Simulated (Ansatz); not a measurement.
A nudged elastic band was laid between two geometries of C₃H₄F (8 atoms, charge -1, multiplicity 1).

The calculation used RHF/def2-SVP (Ansatz 0.2.0).

```yaml
movable_images: 5
climbing_image: yes
spring: 5.0 eV/Å²
optimiser: quadratic models (default)
start_path: through a guess of the saddle point
force_threshold: 0.05 eV/Å
iteration_limit: 60
end_points: relaxed
```

Initial state:

```xyz
8
Properties=species:S:1:pos:R:3
C -0.872 0.811 0.482
C -0.209 -0.225 -0.138
C 1.119 -0.544 -0.318
F -1.055 -1.138 -0.698
H -1.954 0.837 0.484
H -0.319 1.606 0.968
H 1.392 -1.444 -0.856
H 1.898 0.096 0.077
```

Final state:

```xyz
8
Properties=species:S:1:pos:R:3
C -0.872 0.811 0.482
C -0.209 -0.225 -0.138
C 1.120 -0.544 -0.318
F -1.055 -1.137 -0.698
H -0.319 1.606 0.968
H -1.954 0.837 0.484
H 1.391 -1.444 -0.856
H 1.898 0.096 0.077
```

Question: Which bonds break or form, and what moves?

Answer: No bond is made or broken. The dihedral H5–C1–C2–F4 goes from 0 to -180°. The two ends are copies of one structure, up to a mirror image or an exchange of like atoms.

Question: Give the energies along the band, and the barrier.

Answer: The forces met the threshold. The highest image is number 3 of 0 to 6, 16.3 kcal/mol above the ends, which have the same energy within 2 meV. A vibrational analysis at the climbing image gives one clearly imaginary mode, 299i cm⁻¹: a first-order saddle point. Limits of this set-up: an anion without diffuse functions, the dipole of an ion depends on the origin.

```
image  path coordinate (Å)  energy (kcal/mol)  dihedral H5–C1–C2–F4 (°)
    0                 0.00                0.0                         0
    1                 0.66                3.7                        19
    2                 1.31               13.3                        27
    3                 1.97               16.3                        56
    4                 2.63               13.3                        94
    5                 3.28                3.7                       148
    6                 3.94                0.0                      -180
```

Question: What is the geometry of the highest image?

Answer: 
```xyz
8
Properties=species:S:1:pos:R:3
C -0.633 0.961 0.683
C -0.119 -0.126 -0.154
C 1.109 -0.638 -0.234
F -1.007 -0.754 -1.017
H -1.490 0.544 1.249
H -1.089 1.700 -0.007
H 1.340 -1.455 -0.911
H 1.890 -0.231 0.390
```

Question: What are the harmonic wavenumbers there?

Answer: 299i, 454, 518, 576, 824, 872, 899, 923, 987, 1202, 1224, 1485, 1533, 1828, 3016, 3026, 3276, 3400 cm⁻¹.

Run time: 45 s on 1 thread of Arm Neoverse V1, with other jobs on the host, peak memory 0.13 GiB.
